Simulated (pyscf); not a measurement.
This saddle point was located with ωB97X-D3(BJ)/def2-SVP in PySCF.

```xyz
8

O     -0.5792     0.5042     1.1170
Nb    -1.5451    -0.5792     0.0474
O     -1.4247    -2.1788     0.5774
Cl    -3.6985     0.0779    -0.5394
N      0.0324     0.0653    -1.2237
H      0.0444     0.6003     0.0534
H      0.8193    -0.5348    -1.4652
H     -0.1484     0.7127    -1.9906
```
Charge 0, spin multiplicity 1.

Surface: singlet, charge 0. Lowest wavenumbers (cm⁻¹): 1802i, 85, 130, 172, 276.

**Question.** Which two sides does it connect, and which bonds change?

**Answer.** O=Nb(=O)–Cl + NH₃ ⇌ H₂N–Nb(=O)(OH)–Cl, an addition across a multiple bond or ene-type step read from left to right: H–N broken and H–O, N–Nb formed. At ωB97M-D3(BJ)/def2-TZVP it lies -0.73 eV from the left side and +1.92 eV from the right (each side as separated species at their lowest minima found). On the reactant side the descent ends in an adduct with a N–Nb contact, 2.23 eV under the separated species and 1.39 eV under the saddle at ωB97X-D3(BJ)/def2-TZVP. At ωB97M-D3(BJ) the saddle lies under the separated reactants, which points to a path from their complex (located at ωB97X-D3(BJ) alone). What is counted as formed (N–Nb) is already present as a longer contact in the reactant adduct; forming that adduct is a step of its own. At the saddle there is also a short H–Nb contact that neither side keeps. At ωB97X-D3(BJ)/def2-TZVP the barrier from the zero used here is -0.85 eV. This is the saddle that the search found; another between the same sides may lie lower. Elements past Kr carry the def2 core potentials, without spin-orbit coupling.
